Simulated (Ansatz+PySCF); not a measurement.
Two shapes of singlet C3H4.

Shape 1:

```xyz
7

C     0.0000    0.0000   -1.2389
C     0.0000    0.0000    0.2145
C     0.0000    0.0000    1.4252
H     0.0000   -1.0275   -1.6347
H    -0.8899    0.5138   -1.6347
H     0.8899    0.5138   -1.6347
H     0.0000    0.0000    2.4993
```

Shape 2:

```xyz
7

C     0.0000    0.0000   -1.3381
C     0.0000    0.0000    0.2316
C     0.0000    0.0000    1.5393
H     0.0000   -1.1098   -1.7654
H    -0.9611    0.5549   -1.7654
H     0.9611    0.5549   -1.7654
H     0.0000    0.0000    2.6993
```

Basis set: def2-SVP (spherical functions). Left uncorrelated: 3 orbitals. Charge 0, multiplicity 1.

Computed with Ansatz (development build ahead of 0.2.0); each method stands on the lowest determinant of its kind that the runs found.

Which shape is lower in energy, and by how much in each method?

| method | E(2) − E(1) (eV) |
| --- | --- |
| RHF | 1.453 |
| RHF-MP2 | 0.946 |
| UHF-MP2 | 1.761 |
| RHF-CCSD | 0.984 |
| RHF-CCSD(T) | 0.896 |

Shape 1 is lower. Caution for UHF-MP2: the unrestricted determinant is spin contaminated; another reference gives a lower total.
